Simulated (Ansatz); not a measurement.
Geometry optimisation, RKS PBE-D4/def2-SVP in Ansatz.

Input file:

```yaml
crystal:
  periodic: [false, false, false]
  atoms:
    - { symbol: Al, position_ang: [0.0, 0.0, 0.0] }
    - { symbol: O, position_ang: [0.0, 0.0, 1.78] }
    - { symbol: H, position_ang: [-0.9095, -0.2814, 2.1171] }
    - { symbol: F, position_ang: [1.4635, 0.0, -0.845] }
    - { symbol: H, position_ang: [-1.351, 0.0, -0.78] }
basis:
  gaussian: { orbitals: def2-SVP }
hamiltonian:
  xc: pbe
  dispersion: d4
relax:
  f_tol: 0.02
  max_steps: 40
```

Command:

```bash
$ ansatz run input.yaml --threads 1 --pin off --max-ram 2048MiB --backend cpu --events-out ev --progress --plain --runs-dir out
```

Question: Where does it end, and by what steps?

Answer: It converged. After 5 steps the energy has fallen by 0.129 eV; H3 moved furthest, 0.20 Å.

```tsv
step	energy less start (eV)	largest force component (eV/Å)	accepted
0	0.0000	1.373	yes
1	-0.0689	1.044	yes
2	-0.1125	0.395	yes
3	-0.1247	0.234	yes
4	-0.1284	0.055	yes
5	-0.1285	0.014	yes
```

```xyz
5
Properties=species:S:1:pos:R:3
Al -0.050 -0.028 -0.011
O -0.021 -0.121 1.695
H -0.816 -0.170 2.248
F 1.446 0.050 -0.756
H -1.358 -0.012 -0.905
```

Whether the end is a true minimum wasn't checked by a vibrational analysis.

Run time: 3.8 s on 1 thread of Intel(R) Xeon(R) 6975P-C (Granite Rapids), with other jobs on the host, peak memory 0.14 GiB.
